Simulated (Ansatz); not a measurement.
Compare A (`O[SiH2][SiH2]`•) with its isomer B (`[SiH2]O[SiH3]`•).

Program: Ansatz. Geometries: PBE0-D4/def2-TZVP. ΔE: electronic, gas phase. CCSD(T)/CBS is the MP2 limit (def2-TZVPP, def2-QZVPP) plus CCSD(T) − MP2 in def2-TZVPP, frozen cores. Functionals use def2-TZVPP. B3LYP here is the variant with VWN-RPA as its local correlation; programs differ in this. No spin–orbit coupling; open shells (•) take unrestricted orbitals. One conformer a species, not always the lowest.

A:

```xyz
8

O    -1.6083    0.7202   -0.8186
Si   -0.6379    0.2767    0.4421
Si    1.5670   -0.0831   -0.2432
H    -1.7370    0.0878   -1.5263
H    -0.6695    1.4068    1.4017
H    -1.1767   -0.9416    1.1176
H     2.5264   -0.2964    0.8767
H     1.7360   -1.1703   -1.2501
```

B:

Z-matrix (Å, degrees):
```
Si
O 1 1.638
H 1 1.485 2 109.9
H 1 1.486 2 110.1 3 -120.3
H 1 1.482 2 108.1 3 119.7
Si 2 1.637 1 146.3 3 72.2
H 6 1.494 2 109.9 1 50.3
H 6 1.490 2 107.9 1 170.7
```

(1) Which is lower in electronic energy at CCSD(T)/CBS, and by how much? (An estimate is asked.)

(2) Give E(B) − E(A) in kJ/mol with CCSD/def2-TZVPP, PBE-D4, BLYP-D4, HF/def2-TZVPP, PBE0-D4, B3LYP-D4, B3LYP. (An estimate is asked.)

(3) Does the order hold for the free energy at 298.15 K (harmonic terms from PBE0-D4)? (Best estimate.)

Largest T1 diagnostic: 0.014.

Results:

(1) The calculation gave: B, by 89.9 kJ/mol.

(2) Ansatz gave: CCSD/def2-TZVPP -93.3, PBE-D4 -67.3, BLYP-D4 -89.5, HF/def2-TZVPP -118.6, PBE0-D4 -74.2, B3LYP-D4 -93.4, B3LYP -93.4. None reverses the order clearly.

(3) Ansatz gave: Yes: G(B) − G(A) = -94.6 kJ/mol, for one conformer each. Modes under 60 cm⁻¹, often nearly free rotors, make the harmonic entropy too high.

In def2-TZVPP, CCSD(T) changes the Hartree–Fock value by +28.4 kJ/mol (the triples alone add +3.1 kJ/mol) and MP2 by +19.4 kJ/mol. From r2SCAN to r2SCAN0 (25 % exact exchange), in def2-TZVPP and without D4, E(B) − E(A) moves by −3.0 kJ/mol.
